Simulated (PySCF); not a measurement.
**Basis-set dependence of population analyses: `O=C(F)C1CC1`**

Compound: C₄H₅FO.
SMILES with atom numbers: `[O:1]=[C:2]([F:3])[CH:4]1[CH2:5][CH2:6]1` (hydrogens: H7 on C4; H8, H9 on C5; H10, H11 on C6)

Geometry (PBE0-D3(BJ)/def2-SVP, Å), atoms numbered from 1 in this order:
```xyz
11
C4H5FO angstrom
O      1.8305    0.0788   -1.1849
C      1.3314    0.7065   -0.3102
F      1.9494    1.7804    0.2001
C      0.0371    0.4601    0.3513
C     -0.3749   -0.9863    0.5214
C     -1.0552   -0.1537   -0.4966
H     -0.2376    1.1761    1.1275
H     -0.9040   -1.2355    1.4440
H      0.3406   -1.7351    0.1731
H     -2.0738    0.1932   -0.3088
H     -0.8028   -0.3274   -1.5456
```

PBE0 throughout (PySCF), one geometry, spherical d and f functions. Isolated species at its PBE0-D3(BJ)/def2-SVP geometry (one conformer only). Atoms taken as equivalent share a column and are averaged. The first 7 of 8 kinds of atom are listed.

Mulliken charges (e):

| basis | functions | O1 | C2 | F3 | C4 | C5/C6 | H7 | H8/H10 |
| --- | --- | --- | --- | --- | --- | --- | --- | --- |
| pcSseg-0 | 64 | -0.452 | +0.792 | -0.327 | -0.603 | -0.401 | +0.278 | +0.274 |
| cc-pVDZ | 109 | -0.204 | +0.314 | -0.166 | -0.203 | -0.028 | +0.042 | +0.064 |
| aug-cc-pVDZ | 183 | -0.507 | +0.644 | -0.454 | +0.865 | +0.838 | -0.499 | -0.442 |
| cc-pVTZ | 250 | -0.251 | +0.324 | -0.151 | -0.145 | -0.209 | +0.134 | +0.121 |
| IGLO-III | 260 | -0.421 | +0.537 | -0.237 | -0.055 | -0.229 | +0.101 | +0.122 |

IAO charges (e):

| basis | functions | O1 | C2 | F3 | C4 | C5/C6 | H7 | H8/H10 |
| --- | --- | --- | --- | --- | --- | --- | --- | --- |
| pcSseg-0 | 64 | -0.384 | +0.559 | -0.248 | -0.228 | -0.272 | +0.177 | +0.165 |
| cc-pVDZ | 109 | -0.408 | +0.610 | -0.272 | -0.213 | -0.266 | +0.166 | +0.158 |
| aug-cc-pVDZ | 183 | -0.420 | +0.623 | -0.284 | -0.214 | -0.273 | +0.172 | +0.163 |
| cc-pVTZ | 250 | -0.422 | +0.629 | -0.282 | -0.216 | -0.274 | +0.172 | +0.163 |
| IGLO-III | 260 | -0.422 | +0.627 | -0.285 | -0.216 | -0.274 | +0.173 | +0.164 |

Hirshfeld charges (e):

```
      basis  functions      O1      C2      F3      C4   C5/C6      H7  H8/H10
   pcSseg-0         64  -0.229  +0.230  -0.085  -0.049  -0.063  +0.049  +0.054
    cc-pVDZ        109  -0.228  +0.223  -0.077  -0.054  -0.068  +0.053  +0.056
aug-cc-pVDZ        183  -0.233  +0.231  -0.088  -0.064  -0.077  +0.061  +0.063
    cc-pVTZ        250  -0.235  +0.230  -0.084  -0.059  -0.074  +0.058  +0.061
   IGLO-III        260  -0.234  +0.230  -0.088  -0.062  -0.076  +0.060  +0.062
```

ESP-fitted charges (e):

```
      basis  functions      O1      C2      F3      C4   C5/C6      H7  H8/H10
   pcSseg-0         64  -0.495  +0.872  -0.306  -0.403  -0.337  +0.224  +0.201
    cc-pVDZ        109  -0.389  +0.572  -0.215  -0.195  -0.270  +0.152  +0.156
aug-cc-pVDZ        183  -0.432  +0.655  -0.247  -0.235  -0.283  +0.168  +0.166
    cc-pVTZ        250  -0.411  +0.599  -0.224  -0.206  -0.285  +0.160  +0.164
   IGLO-III        260  -0.422  +0.620  -0.235  -0.208  -0.282  +0.161  +0.164
```

Problem. Which scheme is steadiest as the basis changes?

Solution. Largest range over the bases for any column: Hirshfeld 0.01 e, IAO 0.07 e, ESP-fitted 0.30 e, Mulliken 1.47 e. Hirshfeld charges move least and Mulliken charges most, counted in e.

Problem. How much do the charges still move between the two largest bases, cc-pVTZ and IGLO-III?

Solution. At most, over all atoms: Mulliken 0.213 e, IAO 0.002 e, Hirshfeld 0.004 e, ESP-fitted 0.020 e.

Problem. What do the same runs give for the total energy, the frontier levels and the dipole moment?

Solution. 
| basis | energy (Eh) | HOMO (eV) | LUMO (eV) | μ (D) |
| --- | --- | --- | --- | --- |
| pcSseg-0 | -329.3471 | -9.00 | -0.52 | 3.35 |
| cc-pVDZ | -330.1490 | -8.60 | -0.07 | 3.06 |
| aug-cc-pVDZ | -330.1720 | -8.90 | -0.45 | 3.34 |
| cc-pVTZ | -330.2478 | -8.82 | -0.29 | 3.23 |
| IGLO-III | -330.2659 | -8.92 | -0.44 | 3.34 |

The dipole is fixed by the density alone, so its range of 0.29 D shows that the density itself changes with the basis, not only its division among atoms.
